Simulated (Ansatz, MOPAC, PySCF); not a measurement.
Acid–base and redox partners of C. All species are isolated molecules in the gas phase. Strings in code marks are SMILES.

Quantity: vertical ionisation energy (energy after one electron is removed minus that of the parent at the parent's geometry), in eV.

Level 1: PBE-D3(BJ)/def2-TZVP // PBE0-D3(BJ)/def2-TZVP (PySCF)
Level 2: frozen-core MP2/cc-pVTZ // PBE0-D3(BJ)/def2-TZVP (Ansatz, a quantum-chemistry and plane-wave program)
Level 3: PBE/6-31G* // PBE0-D3(BJ)/def2-TZVP (PySCF)
Level 4: minus the HOMO energy of PM7 // PBE0-D3(BJ)/def2-TZVP (MOPAC)

```
species  level 2  level 3  level 4
-------  -------  -------  -------
`C`        14.37    13.93    13.70
```

**Question.** What does level 1 give for each?

**Answer.** 
- `C`: 13.95
